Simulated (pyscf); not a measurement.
Structures and frequencies: ωB97X-D3(BJ)/def2-SVP in PySCF.

**Question.** For the elementary gas-phase step HO–Al [singlet] + hydrogen (H₂) → HO–AlH₂ (singlet surface; H–H broken, Al–H, Al–H formed), what barrier and reaction energy does ωB97M-D3(BJ)/def2-TZVP give, measured from the separated reactants?

**Answer.** ΔE‡ = 65.2 kcal/mol, ΔE = -16.1 kcal/mol. Zero-point energy shifts the barrier by +0.2 kcal/mol. It is an insertion, with an imaginary mode of 1671i cm⁻¹. The same reactants have a lower exit, to H₂O + AlH [singlet] (highest point, the separated products, at +44.0 kcal/mol at ωB97M-D3(BJ)/def2-TZVP, against +65.2 kcal/mol here). This is the saddle that the search found; another between the same sides may lie lower. A restricted solution here is unstable towards spin polarisation, so biradical character is likely and single-reference numbers are less safe.
